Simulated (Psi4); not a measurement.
# UPBEh-3c/def2-mSVP (density fitting) run of CH4NSi (SMILES [H]/N=C/[SiH2])

What is the electrostatic solvation energy at fixed shape (C-PCM, ethanol) of CH4NSi at UPBEh-3c/def2-mSVP (density fitting)? 

Program for the calculation: Psi4 1.11.

3 further runs of the same task are left out: 3 set aside as unsound or not needed.

## (1) The structure to begin with

CH4NSi: 7 atoms, total charge 0, spin state doublet. SMILES: `[H]/N=C/[SiH2]`. Geometry: relaxed at GFN2-xTB.

Bond lengths: N1–C2 1.286 Å, C2–Si3 1.829 Å, N1–H4 1.018 Å, C2–H5 1.102 Å, Si3–H6 1.445 Å, Si3–H7 1.453 Å. Angles: N1–C2–Si3 119.7°, N1–C2–H5 123.0°, Si3–C2–H5 117.4°, C2–N1–H4 114.6°, C2–Si3–H6 123.1°, C2–Si3–H7 118.6°, H6–Si3–H7 118.3°.

## (2) The energy at UPBEh-3c/def2-mSVP (density fitting)

job.in

```
memory 1600 mb

molecule {
  0 2
  N     -1.548860    -0.132150    -0.159430
  C     -0.314040    -0.117140    -0.518110
  Si     0.986230     0.201460     0.727650
  H     -2.206780    -0.315210    -0.914920
  H      0.010790    -0.289530    -1.556520
  H      0.698950     0.439760     2.123830
  H      2.373720     0.212800     0.297500
  symmetry c1
}

set {
  reference uks
  scf_type df
}

energy('pbeh-3c')
```

Launch:

```
psi4 -i job.in -o job.out -n 1
```

job.out:

```text
[...]
  Running in c1 symmetry.
[...]
  Nuclear repulsion =   91.149019540174649
[...]
  Multiplicity = 2
[...]
  Nalpha       = 16
  Nbeta        = 15
[...]
    Number of basis functions: 56
[...]
   @DF-UKS iter   1:  -383.86791196495233   -3.75453e-01   1.09082e-02 ADIIS/DIIS
[...]
   @DF-UKS iter  12:  -384.08792317496807   -9.62677e-09   1.86605e-07 DIIS
[...]
   @S^2 Observed:                7.816890653E-01
[...]
    Orbital Energies [Eh]
    ---------------------
    Alpha Occupied:
       1A    -66.739941     2A    -14.633872     3A    -10.487785
       4A     -5.524213     5A     -3.820322     6A     -3.813334
       7A     -3.812761     8A     -0.999861     9A     -0.704699
      10A     -0.582612    11A     -0.567065    12A     -0.436191
      13A     -0.420548    14A     -0.400171    15A     -0.311088
      16A     -0.227618
    Alpha Virtual:
      17A      0.018526    18A      0.058243    19A      0.091515
      20A      0.105742    21A      0.170431    22A      0.189627
      23A      0.233144    24A      0.377602    25A      0.420368
[...]
  @DF-UKS Final Energy:  -384.08792317496807
   => Energetics <=
    Nuclear Repulsion Energy =             91.1490195401746490
    One-Electron Energy =                -709.7136488201658722
    Two-Electron Energy =                 254.6152339362701014
    DFT Exchange-Correlation Energy =     -20.1432067626089122
    Empirical Dispersion Energy =           0.0046789313619510
    VV10 Nonlocal Energy =                  0.0000000000000000
    Total Energy =                       -384.0879231749680685
[...]
 Multipole Moments:
 ------------------------------------------------------------------------------------
     Multipole            Electronic (a.u.)      Nuclear  (a.u.)        Total (a.u.)
 ------------------------------------------------------------------------------------
 L = 1.  Multiply by 2.5417464519 to convert [e a0] to [Debye]
 Dipole X            :         -0.3001970            0.6517961            0.3515991
 Dipole Y            :          0.0279637           -0.1081478           -0.0801841
 Dipole Z            :          0.2457017           -0.8009593           -0.5552576
 Magnitude           :                                                    0.6620895
[...]
```

Wall time 11 s (1 thread of Intel Xeon Platinum 8259CL at 2.50GHz (Skylake/Cascade Lake), shared host); peak memory 0.43 GiB.

## (3) The energy at UPBEh-3c/def2-mSVP (density fitting, C-PCM ethanol)

calc.py

```python
import psi4

psi4.set_memory(1600000000)
psi4.set_num_threads(1)
psi4.set_output_file('psi4.out', False)

molecule = psi4.geometry("""
0 2
N     -1.548860    -0.132150    -0.159430
C     -0.314040    -0.117140    -0.518110
Si     0.986230     0.201460     0.727650
H     -2.206780    -0.315210    -0.914920
H      0.010790    -0.289530    -1.556520
H      0.698950     0.439760     2.123830
H      2.373720     0.212800     0.297500
units angstrom
symmetry c1
""")

options = {'reference': 'uks', 'scf_type': 'df', 'pcm': True}
psi4.set_options(options)
psi4.pcm_helper("""
  Units = Angstrom
  Medium {
    SolverType = CPCM
    Solvent = Ethanol
  }
  Cavity {
    Type = GePol
    RadiiSet = UFF
    Scaling = False
    Area = 0.3
    Mode = Implicit
  }
""")

e = psi4.energy("pbeh-3c")
print('E =', round(e, 9))
for k, v in sorted(psi4.core.scalar_variables().items()):
    print(f'{k:45s} {v:18.10f}')
```

Launch:

```
python calc.py
```

psi4.out:

```text
[...]
  Running in c1 symmetry.
[...]
  Nuclear repulsion =   91.149019540174649
[...]
  Multiplicity = 2
[...]
  Nalpha       = 16
  Nbeta        = 15
[...]
    Number of basis functions: 56
[...]
   @DF-UKS iter   1:  -383.89541618021565   -4.02195e-01   1.06245e-02 ADIIS/DIIS
[...]
   @DF-UKS iter  11:  -384.09477180396954   -6.79255e-08   4.35794e-07 DIIS
[...]
   @S^2 Observed:                7.793870215E-01
[...]
    Orbital Energies [Eh]
    ---------------------
    Alpha Occupied:
       1A    -66.735517     2A    -14.632351     3A    -10.485250
       4A     -5.519656     5A     -3.815812     6A     -3.808713
       7A     -3.808197     8A     -0.998228     9A     -0.700780
      10A     -0.577183    11A     -0.562808    12A     -0.434134
      13A     -0.414486    14A     -0.401522    15A     -0.313290
      16A     -0.223375
    Alpha Virtual:
      17A      0.019566    18A      0.062458    19A      0.098344
      20A      0.114157    21A      0.181140    22A      0.196650
      23A      0.244578    24A      0.380080    25A      0.426565
[...]
  @DF-UKS Final Energy:  -384.09477180396954
   => Energetics <=
    Nuclear Repulsion Energy =             91.1490195401746490
    One-Electron Energy =                -709.7946570466663161
    Two-Electron Energy =                 254.7002106737779457
    DFT Exchange-Correlation Energy =     -20.1459588232326325
    Empirical Dispersion Energy =           0.0046789313619510
    VV10 Nonlocal Energy =                  0.0000000000000000
    PCM Polarization Energy =              -0.0080650793851898
    Total Energy =                       -384.0947718039695360
[...]
 Multipole Moments:
 ------------------------------------------------------------------------------------
     Multipole            Electronic (a.u.)      Nuclear  (a.u.)        Total (a.u.)
 ------------------------------------------------------------------------------------
 L = 1.  Multiply by 2.5417464519 to convert [e a0] to [Debye]
 Dipole X            :         -0.0939257            0.6517961            0.5578705
 Dipole Y            :          0.0205626           -0.1081478           -0.0875852
 Dipole Z            :          0.1329024           -0.8009593           -0.6680569
 Magnitude           :                                                    0.8747518
[...]
```

Standard output:

```text
E = -384.094771804
CURRENT ENERGY                                   -384.0947718040
CURRENT REFERENCE ENERGY                         -384.0947718040
DD SOLVATION ENERGY                                 0.0000000000
DFT FUNCTIONAL TOTAL ENERGY                      -384.0913856559
DFT TOTAL ENERGY                                 -384.0867067246
DFT VV10 ENERGY                                     0.0000000000
DFT XC ENERGY                                     -20.1459588232
DISPERSION CORRECTION ENERGY                        0.0046789314
GRID ELECTRONS ALPHA                               16.0000044782
GRID ELECTRONS BETA                                15.0000004606
GRID ELECTRONS TOTAL                               31.0000049388
NUCLEAR REPULSION ENERGY                           91.1490195402
ONE-ELECTRON ENERGY                              -709.7946570467
PBEH3C DISPERSION CORRECTION ENERGY                -0.0023088797
PCM POLARIZATION ENERGY                            -0.0080650794
PE ENERGY                                           0.0000000000
SCF ITERATION ENERGY                             -384.0947718040
SCF ITERATIONS                                     11.0000000000
SCF TOTAL ENERGY                                 -384.0947718040
TWO-ELECTRON ENERGY                               254.7002106738
XC GRID RADIAL POINTS                              75.0000000000
XC GRID SPHERICAL POINTS                          302.0000000000
XC GRID TOTAL POINTS                           151882.0000000000
```

Wall time 15 s (1 thread of Intel Xeon Platinum 8259CL at 2.50GHz (Skylake/Cascade Lake), shared host); peak memory 0.44 GiB.

## (4) What came out

At UPBEh-3c/def2-mSVP (density fitting):

```
                                          quantity          value
                           gas phase: total energy  -384.08792 Eh
                          gas phase: dipole moment         1.68 D
     gas phase: HOMO energy (highest over α and β)       -6.19 eV
      gas phase: LUMO energy (lowest over α and β)       -1.68 eV
                                   gas phase: ⟨S²⟩          0.782
                      C-PCM, ethanol: total energy  -384.09477 Eh
                     C-PCM, ethanol: dipole moment         2.22 D
C-PCM, ethanol: HOMO energy (highest over α and β)       -6.08 eV
 C-PCM, ethanol: LUMO energy (lowest over α and β)       -1.59 eV
        C-PCM, ethanol: solvent term in the energy   -21.2 kJ/mol
                              C-PCM, ethanol: ⟨S²⟩          0.779
  energy change from gas to solvent at fixed shape      -0.186 eV
```

In words: The solvent model (C-PCM, ethanol) lowers the energy by 0.19 eV (−4.3 kcal/mol) at the same shape. It holds the electrostatic part alone, without cavity or dispersion terms.
